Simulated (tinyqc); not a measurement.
RKS/exchange-only LDA in the sto-3g basis, for CH2, spin multiplicity 1, step by step. One step of it, computed by the program tinyqc.

Question. Iteration 1: building the Kohn-Sham matrix. J_ij = sum D_kl (ij|kl); F = H + J + V_xc; E = tr D H + tr D J / 2 + E_xc + E_nn.

D at the start, lower triangle:
```
,1C 1s,1C 2s,1C 2px,1C 2py,1C 2pz,2H 1s,3H 1s
1C 1s,0.036136
1C 2s,-0.224720,1.728334
1C 2px,0.000000,0.000000,2.000000
1C 2py,-0.003031,0.047158,0.000000,0.715124
1C 2pz,0.145059,-0.255251,0.000000,0.019917,1.847616
2H 1s,0.143642,-1.574956,0.000000,-1.186870,-0.719630,3.725179
3H 1s,0.137448,-1.462318,0.000000,1.114196,-0.674497,-0.047461,3.585304
```

core Hamiltonian H = T + V (hartree), lower triangle:
```
,1C 1s,1C 2s,1C 2px,1C 2py,1C 2pz,2H 1s,3H 1s
1C 1s,-18.741177
1C 2s,-4.521404,-5.668280
1C 2px,0.000000,0.000000,-4.534888
1C 2py,-0.000622,-0.004498,0.000000,-4.726960
1C 2pz,-0.017501,-0.177864,0.000000,-0.002269,-4.601559
2H 1s,-1.201627,-2.549612,0.000000,-1.772797,-1.089237,-3.650729
3H 1s,-1.139332,-2.467313,0.000000,1.733261,-1.063795,-0.733089,-3.595989
```

Two-electron integrals (ij|kl) in chemists' order, unique and non-zero (hartree):
```
i,j,k,l,(ij|kl)
1,1,1,1,3.541948
2,1,1,1,0.576921
2,1,2,1,0.111888
2,2,1,1,0.854682
2,2,2,1,0.205284
2,2,2,2,0.624709
3,1,3,1,0.020296
3,2,3,1,0.030858
3,2,3,2,0.137996
3,3,1,1,0.852436
3,3,2,1,0.205335
3,3,2,2,0.624568
3,3,3,3,0.672833
4,1,4,1,0.020296
4,2,4,1,0.030858
4,2,4,2,0.137996
4,3,4,3,0.036269
4,4,1,1,0.852436
4,4,2,1,0.205335
4,4,2,2,0.624568
4,4,3,3,0.600295
4,4,4,4,0.672833
5,1,5,1,0.020296
5,2,5,1,0.030858
5,2,5,2,0.137996
5,3,5,3,0.036269
5,4,5,4,0.036269
5,5,1,1,0.852436
5,5,2,1,0.205335
5,5,2,2,0.624568
5,5,3,3,0.600295
5,5,4,4,0.600295
5,5,5,5,0.672833
6,1,1,1,0.153268
6,1,2,1,0.029521
6,1,2,2,0.053979
6,1,3,3,0.053794
6,1,4,1,0.001568
6,1,4,2,0.002897
6,1,4,4,0.054219
6,1,5,1,0.000924
6,1,5,2,0.001708
6,1,5,4,0.000250
6,1,5,5,0.053942
6,1,6,1,0.007967
6,2,1,1,0.343470
6,2,2,1,0.083480
6,2,2,2,0.276693
6,2,3,3,0.270301
6,2,4,1,0.006841
6,2,4,2,0.045726
6,2,4,4,0.284347
6,2,5,1,0.004033
6,2,5,2,0.026959
6,2,5,4,0.008282
6,2,5,5,0.275183
6,2,6,1,0.022933
6,2,6,2,0.156462
6,3,3,1,0.008786
6,3,3,2,0.045380
6,3,4,3,0.009122
6,3,5,3,0.005378
6,3,6,3,0.020041
6,4,1,1,0.244136
6,4,2,1,0.060140
6,4,2,2,0.211381
6,4,3,3,0.200665
6,4,4,1,0.013110
6,4,4,2,0.078032
6,4,4,4,0.229062
6,4,5,1,0.002550
6,4,5,2,0.019251
6,4,5,4,0.011364
6,4,5,5,0.204194
6,4,6,1,0.017357
6,4,6,2,0.142164
6,4,6,4,0.146890
6,5,1,1,0.143937
6,5,2,1,0.035457
6,5,2,2,0.124625
6,5,3,3,0.118307
6,5,4,1,0.002550
6,5,4,2,0.019251
6,5,4,4,0.124293
6,5,5,1,0.010289
6,5,5,2,0.056730
6,5,5,4,0.012651
6,5,5,5,0.131144
6,5,6,1,0.010233
6,5,6,2,0.083817
6,5,6,4,0.074787
6,5,6,5,0.064134
6,6,1,1,0.482551
6,6,2,1,0.119307
6,6,2,2,0.447088
6,6,3,3,0.423213
6,6,4,1,0.012904
6,6,4,2,0.113410
6,6,4,4,0.476001
6,6,5,1,0.007608
6,6,5,2,0.066864
6,6,5,4,0.031123
6,6,5,5,0.441562
6,6,6,1,0.033339
6,6,6,2,0.311988
6,6,6,4,0.314066
6,6,6,5,0.185166
6,6,6,6,0.774606
7,1,1,1,0.145188
7,1,2,1,0.027972
7,1,2,2,0.051172
7,1,3,3,0.050997
7,1,4,1,-0.001484
7,1,4,2,-0.002749
7,1,4,4,0.051401
7,1,5,1,0.000874
7,1,5,2,0.001618
7,1,5,4,-0.000238
7,1,5,5,0.051137
7,1,6,1,0.007304
7,1,6,2,0.020393
7,1,6,4,0.013950
7,1,6,5,0.009107
7,1,6,6,0.028944
7,1,7,1,0.007153
7,2,1,1,0.331555
7,2,2,1,0.080617
7,2,2,2,0.267960
7,2,3,3,0.261700
7,2,4,1,-0.006614
7,2,4,2,-0.044580
7,2,4,4,0.275465
7,2,5,1,0.003894
7,2,5,2,0.026246
7,2,5,4,-0.008104
7,2,5,5,0.266471
7,2,6,1,0.020773
7,2,6,2,0.110684
7,2,6,4,0.071646
7,2,6,5,0.057711
7,2,6,6,0.174444
7,2,7,1,0.020998
7,2,7,2,0.147787
7,3,3,1,0.008405
7,3,3,2,0.043663
7,3,4,3,-0.008846
7,3,5,3,0.005208
7,3,6,3,0.013229
7,3,7,3,0.018718
7,4,1,1,-0.237906
7,4,2,1,-0.058619
7,4,2,2,-0.206612
7,4,3,3,-0.196150
7,4,4,1,0.012617
7,4,4,2,0.075733
7,4,4,4,-0.223850
7,4,5,1,-0.002480
7,4,5,2,-0.018881
7,4,5,4,0.011100
7,4,5,5,-0.199619
7,4,6,1,-0.014358
7,4,6,2,-0.072617
7,4,6,4,-0.034950
7,4,6,5,-0.037056
7,4,6,6,-0.104656
7,4,7,1,-0.016026
7,4,7,2,-0.135483
7,4,7,4,0.140680
7,5,1,1,0.140064
7,5,2,1,0.034511
7,5,2,2,0.121640
7,5,3,3,0.115481
7,5,4,1,-0.002480
7,5,4,2,-0.018881
7,5,4,4,0.121373
7,5,5,1,0.009865
7,5,5,2,0.054779
7,5,5,4,-0.012315
7,5,5,5,0.127939
7,5,6,1,0.009343
7,5,6,2,0.058022
7,5,6,4,0.036787
7,5,6,5,0.042858
7,5,6,6,0.097378
7,5,7,1,0.009435
7,5,7,2,0.079763
7,5,7,4,-0.071804
7,5,7,5,0.060991
7,6,1,1,0.091725
7,6,2,1,0.022355
7,6,2,2,0.076516
7,6,3,3,0.074553
7,6,4,1,-0.000013
7,6,4,2,-0.000140
7,6,4,4,0.076937
7,6,5,1,0.001805
7,6,5,2,0.012781
7,6,5,4,-0.000036
7,6,5,5,0.077986
7,6,6,1,0.005989
7,6,6,2,0.038843
7,6,6,4,0.030487
7,6,6,5,0.022890
7,6,6,6,0.072314
7,6,7,1,0.005681
7,6,7,2,0.037888
7,6,7,4,-0.030145
7,6,7,5,0.022458
7,6,7,6,0.011701
7,7,1,1,0.473513
7,7,2,1,0.117117
7,7,2,2,0.440841
7,7,3,3,0.417302
7,7,4,1,-0.012523
7,7,4,2,-0.111645
7,7,4,4,0.469376
7,7,5,1,0.007373
7,7,5,2,0.065729
7,7,5,4,-0.030658
7,7,5,5,0.435351
7,7,6,1,0.029978
7,7,6,2,0.177780
7,7,6,4,0.105223
7,7,6,5,0.098663
7,7,6,6,0.282601
7,7,7,1,0.031011
7,7,7,2,0.301928
7,7,7,4,-0.306403
7,7,7,5,0.180391
7,7,7,6,0.072314
7,7,7,7,0.774606
```

nuclear repulsion = 6.16153931 hartree

V_xc (hartree), lower triangle:
```
,1C 1s,1C 2s,1C 2px,1C 2py,1C 2pz,2H 1s,3H 1s
1C 1s,-0.633816
1C 2s,-0.155987,-0.472393
1C 2px,0.000000,0.000000,-0.492082
1C 2py,-0.000026,-0.000809,0.000000,-0.438514
1C 2pz,0.005771,0.031976,0.000000,-0.000547,-0.487399
2H 1s,-0.040096,-0.219523,0.000000,-0.178372,-0.101539,-0.477423
3H 1s,-0.037996,-0.212565,0.000000,0.174029,-0.099127,-0.059725,-0.476499
```

E_xc = sum of w rho eps_xc = -3.06091631 hartree

Give: Coulomb J; Kohn-Sham matrix F; total energy of this density.

Answer.

Coulomb J (hartree), lower triangle:
```
,1C 1s,1C 2s,1C 2px,1C 2py,1C 2pz,2H 1s,3H 1s
1C 1s,5.248
1C 2s,1.271,4.176
1C 2px,0.000,0.000,4.141
1C 2py,0.000,0.003,0.000,4.201
1C 2pz,-0.019,0.018,0.000,0.001,4.182
2H 1s,0.333,1.991,0.000,1.600,0.953,3.759
3H 1s,0.316,1.932,0.000,-1.567,0.932,0.563,3.737
```

Kohn-Sham matrix F (hartree), lower triangle:
```
,1C 1s,1C 2s,1C 2px,1C 2py,1C 2pz,2H 1s,3H 1s
1C 1s,-14.127
1C 2s,-3.406,-1.965
1C 2px,0.000,0.000,-0.886
1C 2py,0.000,-0.003,0.000,-0.965
1C 2pz,-0.030,-0.128,0.000,-0.002,-0.907
2H 1s,-0.909,-0.778,0.000,-0.351,-0.238,-0.369
3H 1s,-0.862,-0.748,0.000,0.341,-0.231,-0.230,-0.335
```

total energy of this density = -11.20574 hartree
